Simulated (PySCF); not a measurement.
## How far each method lies from full CI for SiC, triplet

Geometry: that of the SiC, singlet, kept fixed.

```xyz
2

Si    0.0000    0.0000    0.0000
C     0.0000    0.0000    1.6358
```

Basis 6-31G; PySCF 2.14.0. Correlated methods freeze the noble-gas cores, which leaves 8 electrons in 16 orbitals. R marks a restricted (for open shells ROHF) determinant, U an unrestricted one.

Full CI is exact within this basis and frozen core; it isn't the basis-set limit. The frozen core follows each run's orbitals, which can shift R against U totals by a few meV.

Unrestricted rows (U) aren't spin-pure: their determinants' ⟨S²⟩ exceeds S(S+1) by up to 0.45, so they mix in states of higher spin.

The UHF ⟨S²⟩ is 2.455, the T1 diagnostic (ROHF- or RHF-based CCSD) is 0.0569 and the largest doubles amplitude (ROHF- or RHF-based CCSD) is 0.149. The T1 diagnostic (UCCSD) is 0.0897.

Problem. From what is known of these methods and the diagnostics, rank them by the size of their error in total energy against full CI in 6-31G, smallest first (an estimate: the text doesn't fix the numbers).
A. UCCSD(T)
B. UHF
C. UMP2
D. RHF
E. RCCSDT

Solution. E (2.5 kJ/mol), A (6.3 kJ/mol), C (114.6 kJ/mol), B (304.0 kJ/mol), D (356.1 kJ/mol).

All errors are against full CI in 6-31G. With T1 at 0.057 and a doubles amplitude of 0.15 one determinant is a poor start. Within each family the higher level lies nearer, as is usual though not guaranteed.

The full-CI state has the irrep B2 of C2v, in the program's axes (one component, if the state is degenerate).

Natural occupations of full CI about the gap: 1.974 1.914 1.873 1.015 0.972 0.127 0.062 0.026 0.009 0.007; effectively unpaired electrons, Σ n²(2−n)², 2.16.
